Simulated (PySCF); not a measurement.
Compound: C5H6S.
Geometry (PBE0-D3(BJ)/def2-TZVP, Å), atoms numbered from 1 in this order:
```xyz
12
C5H6S angstrom
C     -1.6673    0.2066    0.4067
C     -0.2510   -0.1081    0.0528
C      0.7512    0.8765   -0.1747
C      1.9691    0.3421   -0.4681
S      1.9161   -1.3621   -0.4769
C      0.2558   -1.3695   -0.0818
H     -2.2895   -0.6888    0.3840
H     -2.0953    0.9329   -0.2886
H     -1.7366    0.6377    1.4097
H      0.5668    1.9422   -0.1207
H      2.8906    0.8607   -0.6835
H     -0.2715   -2.3050    0.0312
```

Level: wB97X-D/pcSseg-2 in PySCF, non-relativistic, on one gas-phase PBE0-D3(BJ)/def2-TZVP geometry that isn't relaxed in the solvent. The solvent is an IEF-PCM continuum (Bondi radii, 1.10 Å for H, scaled by 1.2). The model holds no explicit solvent molecules, cavitation or dispersion.

Gas phase at wB97X-D/pcSseg-2: HOMO -8.48 eV, LUMO 1.46 eV, dipole 0.93 D.

What does the continuum do to the energy, the frontier levels and the dipole at wB97X-D/pcSseg-2 in chloroform?

```
   solvent      ε  E(solvent) − E(gas) (kcal/mol)  polarisation term (kcal/mol)  distortion of the solute (kcal/mol)  HOMO (eV)  LUMO (eV)  dipole (D)
chloroform  4.711                           -2.01                         -2.17                                 0.16      -8.48       1.45        1.18
```

The first energy column is the sum of the next two and covers electrostatics alone.

Give the dipole vector in the frame of the coordinates (D, pointing from negative to positive charge), gas and chloroform.

Gas (-0.72, 0.55, 0.19), solvent (-0.91, 0.70, 0.24). Its length changes by +27 % and its direction by less than 1°.

The pairwise dispersion term of wB97X-D wasn't added to the energies; at a given geometry it leaves orbitals and properties as they are.
